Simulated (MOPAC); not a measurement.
MOPAC input (PM6):

```
PM6 1SCF GEO-OK AUX(PRECISION=9) THREADS=1
CH2O

O    -0.00091616 1   -0.01015443 1    0.67280603 1
C     0.00071614 1    0.00793741 1   -0.52591197 1
H    -0.00265489 1    0.95544190 1   -1.09932737 1
H     0.00568738 1   -0.92183092 1   -1.12764904 1
```

Question: What heat of formation does the run end on, and which ionisation energy by Koopmans theorem?

Answer: -20.52 kcal/mol; 10.19 eV.
